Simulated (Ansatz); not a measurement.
A made-up structure of Si$_{2}$H$_{3}$Cl, singlet:

```
6
angstrom
Si -0.5147 0.3675 -1.0211
Si 0.4263 -0.4448 0.7636
Cl 1.8752 0.5926 1.7671
H 3.1194 0.8857 2.1347
H -0.8187 1.8207 -0.9771
H 0.7277 -1.8920 0.8875
```

It is relaxed with PBE-D4/def2-SVP and then PBE0-D4/def2-TZVP (Ansatz 0.2.0). Atoms count as bonded within 1.22 times the sum of their covalent radii (H–H: 0.88 Å). The end point is not checked to be a true minimum.

Task: Does its bonding change? (Judge from chemistry; the calculation decides.)

Result: The calculation gives: Yes. Formed: Si1–H4, Si2–H4; broken: Cl3–H4.

Where it ends: The first stage lowers the energy by 3.99 eV in 53 steps. It ends as Si₂H₃Cl ([Cl][SiH]1[H][SiH]1):
```
6
angstrom
Si -0.3155 0.9407 -0.5294
Si 0.7076 -0.3519 0.9600
Cl 1.8776 0.1700 2.5614
H 1.2857 0.2957 -0.4955
H 0.2655 2.0715 0.3104
H 0.9942 -1.7963 0.7478
```

Labels in which every atom is bracketed show which atoms are joined, not bond orders.

For scale, one of the runs: PBE0-D4/def2-TZVP relaxation, 129 basis functions, launched by `ansatz run in.yaml --threads 2 --pin off --events-out ev --progress --plain --max-ram 4352MiB`. Hardware: 2 CPU threads of an Arm Neoverse V1, shared host. Wall time about 21 s.
